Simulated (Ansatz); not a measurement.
A made-up structure of SiNH4S (charge +1), closed shell:

N1  (-1.062, 0.449, -0.706)
Si2  (0.208, 0.139, 0.286)
S3  (1.236, -1.617, 0.105)
H4  (-1.399, -0.172, -1.430)
H5  (0.721, -2.864, 0.273)
H6  (0.547, 1.165, 1.279)
H7  (2.067, -1.272, 1.113)
(Å)

It is relaxed with PBE-D4/def2-SVP and then PBE0-D4/def2-TZVP (Ansatz 0.2.0). Atoms count as bonded within 1.22 times the sum of their covalent radii (H–H: 0.88 Å). The end point is not checked to be a true minimum.

Does its bonding change? (Judge from chemistry; the calculation decides.)

By the calculation: No: no bond forms or breaks.

Where it ends: The first stage lowers the energy by 1.30 eV in 20 steps. It ends as SiNH₄S ([NH][SiH][SH2]), total charge +1:
```
7
angstrom
N -1.1203 0.2593 -0.6606
Si 0.1601 0.2600 0.1922
S 1.6949 -1.5062 0.1680
H -1.6959 -0.2428 -1.3127
H 0.7648 -2.4602 -0.0579
H 0.7556 1.2526 1.0907
H 1.7583 -1.7340 1.5005
```

Labels in which every atom is bracketed show which atoms are joined, not bond orders.

For scale, one of the runs: PBE0-D4/def2-TZVP relaxation, 129 basis functions, launched by `ansatz run in.yaml --threads 2 --pin off --events-out ev --progress --plain --max-ram 4352MiB`. Hardware: 2 CPU threads of an Arm Neoverse V2, shared host. Wall time about 25 s.
